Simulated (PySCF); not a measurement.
**AlH₂⁻: relaxation and vibrations of the triplet**

Where does triplet AlH₂⁻ go from a bent start, is the end point a minimum, and what are its modes, charges and moments?

The runs use PySCF 2.14.0; PBE0, basis Al def2-TZVPD, H def2-TZVPD, no relativity, density fitting.

### 1 The system as given

3 atoms, charge -1, spin multiplicity 3.

Bond lengths: Al1–H2 1.580 Å, Al1–H3 1.580 Å. Angles: H2–Al1–H3 110.0°.

Coordinates in bohr (charge -1 multiplicity 3):
```
Al    0.0000    0.0000    0.0000
H     2.4459    0.0000    1.7127
H    -2.4459    0.0000    1.7127
```

### 2 Finding the electronic state

One driver script runs all steps and calls PySCF; scf.py shows how it sets up the SCF of each step. The optimiser is the driver's own. After this first run the driver tries any further starts and a stability analysis.

File scf.py:

```python
from pyscf import gto, scf, dft
mol = gto.M(atom='''
Al     0.000000     0.000000     0.000000
H      1.294300     0.000000     0.906300
H     -1.294300     0.000000     0.906300''',
    basis={'Al': 'def2-TZVPD', 'H': 'def2-TZVPD'},
    charge=-1, spin=2)
mf = dft.UKS(mol, xc='PBE0')
mf.grids.atom_grid = (50, 194)
aux = {'Al': 'def2-universal-JKFIT', 'H': 'def2-universal-JKFIT'}
mf = mf.density_fit(auxbasis=aux)
mf.conv_tol = 1e-08
mf.diis_space = 10
mf.max_cycle = 60
mf.init_guess = 'minao'
mf.verbose = 4
mf.kernel()
```

Started as:

```sh
$ OMP_NUM_THREADS=2 python axn.py task.json out
```

The log of the run:

```text
init E= -243.273727242743
[... the frontier-level lines of each cycle are left out ...]
cycle= 1 E= -243.432855450143  delta_E= -0.159  |g|= 0.13  |ddm|= 0.993
cycle= 2 E= -243.452198208717  delta_E= -0.0193  |g|= 0.0638  |ddm|= 0.716
cycle= 3 E= -243.456743550805  delta_E= -0.00455  |g|= 0.0107  |ddm|= 0.14
cycle= 4 E= -243.456856069617  delta_E= -0.000113  |g|= 0.00238  |ddm|= 0.0165
cycle= 5 E= -243.456868975995  delta_E= -1.29e-05  |g|= 0.000698  |ddm|= 0.0103
cycle= 6 E= -243.456870081517  delta_E= -1.11e-06  |g|= 0.00036  |ddm|= 0.00223
cycle= 7 E= -243.456870257092  delta_E= -1.76e-07  |g|= 8.08e-05  |ddm|= 0.00113
cycle= 8 E= -243.456870273446  delta_E= -1.64e-08  |g|= 1.38e-05  |ddm|= 0.000351
cycle= 9 E= -243.456870273903  delta_E= -4.58e-10  |g|= 2.59e-06  |ddm|= 5.35e-05
Extra cycle  E= -243.456870273927  delta_E= -2.36e-11  |g|= 9.28e-07  |ddm|= 1.06e-05
converged SCF energy = -243.456870273927  <S^2> = 2.0023715  2S+1 = 3.0015806
```

This step, with its further starts and checks, needed 7.2 s of wall time on 2 threads of Intel Xeon Platinum 8259CL at 2.50GHz (Skylake/Cascade Lake), shared host.

The starts that the driver tried:

| start | energy (Eh) |
| --- | --- |
| the minimal-basis guess | -243.456870 |
| a thermally smeared density | -243.456870 |
| a smeared PBE density | -243.456870 |

No lower solution of this spin turned up from the other starts or in the test of internal stability.

### 3 Relaxing the triplet from the bent start

The program finds C2v symmetry in the start, which this walk keeps.

Edit scf.py of step 2 so:

```diff
@@ -3,3 +3,3 @@
-Al     0.000000     0.000000     0.000000
-H      1.294300     0.000000     0.906300
-H     -1.294300     0.000000     0.906300''',
+Al     0.000000     0.000000    -0.062999
+H      1.294300     0.000000     0.843301
+H     -1.294300     0.000000     0.843301''',
@@ -15 +14,0 @@
-mf.init_guess = 'minao'
```

Steps of the walk:

| step | energy (Eh) | change (kJ/mol) | largest symmetric gradient (Eh/bohr) |
| --- | --- | --- | --- |
| 0 | -243.456870 | 0.00 | 0.01264 |
| 1 | -243.458721 | -4.86 | 0.00398 |
| 2 | -243.458887 | -5.30 | 0.00124 |
| 3 | -243.458895 | -5.32 | 0.00058 |
| 4 | -243.458897 | -5.32 | 0.00001 |

The walk took 4.4 s.

Geometry (Å) and forces (eV/Å) at some steps:

```
step 0
Al   0.000   0.000  -0.063   0.000   0.000  -0.328
H    1.294   0.000   0.843   0.650   0.000   0.164
H   -1.294   0.000   0.843  -0.650   0.000   0.164
step 1
Al   0.000   0.000  -0.023   0.000   0.000  -0.158
H    1.370   0.000   0.823   0.205   0.000   0.079
H   -1.370   0.000   0.823  -0.205   0.000   0.079
step 2
Al   0.000   0.000  -0.013   0.000   0.000  -0.064
H    1.397   0.000   0.818   0.026   0.000   0.032
H   -1.397   0.000   0.818  -0.026   0.000   0.032
step 3
Al   0.000   0.000  -0.016   0.000   0.000  -0.030
H    1.397   0.000   0.820   0.009   0.000   0.015
H   -1.397   0.000   0.820  -0.009   0.000   0.015
step 4
Al   0.000   0.000  -0.019   0.000   0.000   0.000
H    1.396   0.000   0.821   0.000   0.000   0.000
H   -1.396   0.000   0.821   0.000   0.000   0.000
```

After 4 steps and 5.3 kJ/mol it ends at C2v: Al–H 1.630 Å (×2); H–Al–H 117.9°.

### 4 Frequencies

The point is checked on the finer grid, and tightened if its gradient asks for it. The Hessian and the dipole derivatives come from central differences of analytic gradients, with steps of 0.02 bohr.

Edit scf.py of step 3 so:

```diff
@@ -3,3 +3,3 @@
-Al     0.000000     0.000000    -0.062999
-H      1.294300     0.000000     0.843301
-H     -1.294300     0.000000     0.843301''',
+Al     0.000000     0.000000    -0.058440
+H      1.395950     0.000000     0.782275
+H     -1.395950     0.000000     0.782275''',
@@ -9 +9 @@
-mf.grids.atom_grid = (50, 194)
+mf.grids.atom_grid = (75, 302)
@@ -12 +12 @@
-mf.conv_tol = 1e-08
+mf.conv_tol = 1e-10
```

The driver hands on the density of the step before, so the log starts near convergence.

Log of the central SCF (cycles and frontier levels):

```text
init E= -243.458885926432
[... the frontier-level lines of each cycle are left out ...]
cycle= 1 E= -243.458885926434  delta_E= -2.05e-12  |g|= 1.89e-06  |ddm|= 4.95e-06
Extra cycle  E= -243.458885926434  delta_E= 1.99e-13  |g|= 1.17e-06  |ddm|= 2.7e-06
converged SCF energy = -243.458885926434  <S^2> = 2.0024524  2S+1 = 3.0016345
```

The whole step took 16 s.

Geometry: C2v; Al–H 1.630 Å (×2); H–Al–H 117.9°.

Modes, for the most abundant isotopes:

```
symmetry  ω (cm⁻¹)  IR (km/mol)  μ (u)     type
      a1       709          184   1.06     bend
      a1      1701          267   1.03  stretch
      b2      1714          504   1.06  stretch
```

Every mode is real; the point is a minimum.

Properties at this point:

```yaml
Dipole_moment_about_the_centre_of_mass: 0.01 D
Highest_occupied_level: 1.44 eV
Lowest_empty_level: 3.33 eV
Rotational_constants: 12.72, 4.292, 3.209 cm⁻¹
Zero-point_energy: 24.7 kJ/mol
Principal_polarisabilities: 92.9, 99.1, 160.5 bohr³
Principal_traceless_quadrupole_moments_about_the_centre_of_mass: -1.55, -0.04, 1.59 D Å
Entropy_at_298.15_K_and_1_bar_electronic_part_spin_only: 217.8 J/(mol K)
Heat_capacity_Cp_at_298.15_K: 37.0 J/(mol K)
Enthalpy_at_298.15_K_above_0_K: 10.21 kJ/mol
Rotational_symmetry_number: 2
Spin_squared_⟨S²⟩: 2.002
```

Populations by atom (charges in e):

```json
{"atom": "Al1", "Mulliken": "-0.85", "Löwdin": "-0.30", "polar tensor": "-0.36", "spin (Mulliken)": "1.90", "Mayer order to Al1": "–"}
{"atom": "H2,3", "Mulliken": "-0.08", "Löwdin": "-0.35", "polar tensor": "-0.32", "spin (Mulliken)": "0.05", "Mayer order to Al1": "1.01"}
```

Outer orbital energies (eV). α occupied: -107.57, -67.62, -67.59, -67.47, -5.66, -2.93, -0.02, 1.44; empty: 3.97, 5.13, 5.13, 5.52. β occupied: -1521.62, -107.41, -67.39, -67.39, -67.37, -4.84, -2.59; empty: 3.33, 4.44, 4.58, 5.72.

Mulliken populations on Al1: s 5.26, p 8.44, d 0.14, f 0.01.

### 5 Summary of results

| quantity | value |
| --- | --- |
| minimum | triplet, C2v |
| geometry | Al–H 1.630 Å (×2); H–Al–H 117.9° |
| wavenumbers (cm⁻¹) | 709 (a1), 1701 (a1), 1714 (b2) |
| dipole moment (centre of mass) | 0.01 D |
| highest occupied, lowest empty level (either spin) | 1.44, 3.33 eV |
| polar-tensor charge of Al1 | -0.36 e |
| zero-point energy | 24.7 kJ/mol |
| entropy at 298.15 K | 217.8 J/(mol K) |
| ⟨S²⟩ | 2.002 |

In words: The bent start keeps its C2v symmetry and ends in a minimum. In the infrared the band at 1714 cm⁻¹ (b2, stretch) leads. Most of the spin sits on Al1 (Mulliken spin 1.90, against 2 for the whole molecule). Other starts or spin states, not run here, may lie lower. A highest occupied level above zero is common for anions with such functionals; it warns that the extra electron is poorly described.

The search up to here took 28 s.
